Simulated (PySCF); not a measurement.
## Bond length, frequency and bond energy of NaB by level of theory

State: ³Π (triplet), unpaired electrons σ ↑, π ↑. Set-up: Na jorge-DZP-DKH, B jorge-DZP-DKH; spin-free X2C with a Gaussian nucleus (PySCF 2.14). De refers to Na + B in their high-spin ground configurations, without counterpoise correction. The functionals are run spin-unrestricted. A positive dipole means Na(−)B(+).

| Level | Re (Å) | ωe (cm⁻¹) | De (eV) | μ (D) |
| --- | --- | --- | --- | --- |
| UHF | 2.521 | 323 | 0.280 | -7.13 |
| UHF-MP2 | 2.495 | 351 | 0.61 | n/a |
| UHF-SCS-MP2 | 2.495 | 349 | 0.491 | n/a |
| UHF-CCSD | 2.516 | 321 | 0.57 | n/a |
| UHF-CCSD(T) | 2.516 | 323 | 0.61 | n/a |
| PBE | 2.510 | 316 | 1.05 | -5.11 |
| r²SCAN | 2.506 | 328 | 1.09 | -5.81 |
| B3LYP | 2.504 | 314 | 0.82 | -5.27 |
| PBE0 | 2.494 | 328 | 0.93 | -5.84 |
| M06 | 2.490 | 334 | 0.89 | -6.59 |
| BHandHLYP | 2.484 | 328 | 0.68 | -5.98 |
| LC-ωPBE | 2.452 | 363 | 0.88 | -7.27 |

(1) Which functional lies closest to UHF-CCSD(T) in De, which farthest, and by how much do they differ from it?

(2) What does a quarter of exact exchange do here, going from PBE to PBE0?

(3) What does the step from GGA to meta-GGA do here, going from PBE to r²SCAN?

Correlated steps freeze 2 core orbitals. Correlated levels converge slowly with the basis: in double zeta they bind strong bonds too weakly, by up to about 1 eV, and carry superposition errors of some tenths. The state is the lowest determinant that a PBE0 search found; another state may lie lower at other levels.

Results:

(1) Closest is BHandHLYP (-3.2 pm in Re, +1.5 % in ωe, +0.07 eV in De against UHF-CCSD(T) in the same basis), farthest r²SCAN (-1.0 pm in Re, +1.5 % in ωe, +0.48 eV in De). CCSD(T) converges more slowly with the basis than the functionals do and binds too weakly in this one, so the order can change at the basis-set limit.

(2) PBE0 less PBE: -1.6 pm in Re, +3.8 % in ωe, -0.12 eV in De. Exact exchange removes part of the self-interaction that spreads semilocal densities, and in most molecules shortens and stiffens the bond and lowers De; so it does here.

(3) r²SCAN less PBE: -0.4 pm in Re, +3.8 % in ωe, +0.04 eV in De.
